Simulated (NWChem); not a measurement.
## Correlation energy of propane (C₃H₈)

```
C
H 1 1.1039
H 1 1.1039 2 105.57
C 1 1.5214 2 109.41 3 -117.65
H 4 1.1009 1 111.76 2 57.61
H 4 1.1023 5 107.52 1 -122.40
H 4 1.1023 5 107.52 6 -115.19
C 1 1.5214 2 109.41 3 117.65
H 8 1.1009 1 111.76 2 -57.61
H 8 1.1023 9 107.52 1 -122.40
H 8 1.1023 9 107.52 10 -115.19
```
Charge 0, spin multiplicity 1.

The numbers come from NWChem runs, not from measurements. All single points use one geometry, from PBE0/def2-SVP, a minimum by its harmonic frequencies.

Basis set: STO-3G. Each correlation energy counts from its own Hartree-Fock reference.

The correlated methods keep 3 core orbitals frozen. No row is a measurement; the coupled-cluster row has its own basis-set and correlation limits.

Question: One of these methods gave a correlation energy of -159.2 mHa. Which?
(A) SCS-MP2
(B) CCSD
(C) MP2

Answer: C, MP2. The others give -178.5 (SCS-MP2), -215.1 (CCSD).
